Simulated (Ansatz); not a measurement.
# FH6PSi: the cost of one run

All numbers below are computed with Ansatz 0.2.0 (RKS revPBE/def2-SVP).

### 1 Starting point

Bond lengths: Si1–F2 1.940 Å, Si1–H3 1.460 Å, Si1–H4 1.459 Å, Si1–H5 1.459 Å, Si1–P6 2.480 Å, P6–H7 1.420 Å, P6–H8 1.420 Å, P6–H9 1.610 Å. Angles (14 of 16 angles, heavy atoms first): F2–Si1–P6 71.6°, F2–Si1–H3 109.5°, F2–Si1–H4 109.5°, F2–Si1–H5 109.5°, H3–Si1–P6 178.9°, H4–Si1–P6 70.0°, H5–Si1–P6 70.0°, Si1–P6–H7 109.5°, Si1–P6–H8 109.5°, Si1–P6–H9 60.7°, H3–Si1–H4 109.5°, H3–Si1–H5 109.5°, H4–Si1–H5 109.5°, H7–P6–H8 109.4°.

As a file:

```xyz
9

Si    0.0000    0.0000    0.0000
F     0.0000    0.0000    1.9400
H     1.3768    0.0000   -0.4862
H    -0.6877    1.1914   -0.4862
H    -0.6877   -1.1914   -0.4862
P    -2.3535    0.0000    0.7820
H    -3.1199   -0.8853   -0.0213
H    -2.4033   -0.4268    2.1354
H    -1.1633    0.0000    1.8666
```

### 2 Pulling towards end A

Springs on the bonds that form and break draw the guess towards this end; the thresholds are loose.

File input.yaml:

```yaml
crystal:
  periodic: [false, false, false]
  atoms:
    - { symbol: Si, position_ang: [0.0, 0.0, 0.0] }
    - { symbol: F, position_ang: [0.0, 0.0, 1.94] }
    - { symbol: H, position_ang: [1.3768, 0.0, -0.4862] }
    - { symbol: H, position_ang: [-0.6877, 1.1914, -0.4862] }
    - { symbol: H, position_ang: [-0.6877, -1.1914, -0.4862] }
    - { symbol: P, position_ang: [-2.3535, 0.0, 0.782] }
    - { symbol: H, position_ang: [-3.1199, -0.8853, -0.0213] }
    - { symbol: H, position_ang: [-2.4033, -0.4268, 2.1354] }
    - { symbol: H, position_ang: [-1.1633, 0.0, 1.8666] }
basis:
  gaussian: { orbitals: def2-SVP }
hamiltonian:
  xc: revpbe
relax:
  f_tol: 0.15
  max_steps: 25
  restrain:
    - { distance: [0, 5], at: 3.38, k: 30.0 }
    - { distance: [8, 1], at: 2.12, k: 30.0 }
    - { distance: [0, 1], at: 1.59, k: 30.0 }
    - { distance: [8, 5], at: 1.42, k: 30.0 }
```

The run is started by

```console
$ ansatz run input.yaml --threads 1 --pin off --max-ram 2048MiB --backend cpu --events-out ev --progress --plain --runs-dir out
```

Q: Estimate wall time and peak memory on 1 thread of Arm Neoverse V1, shared host.

About 28 s, with a peak of 0.14 GiB.
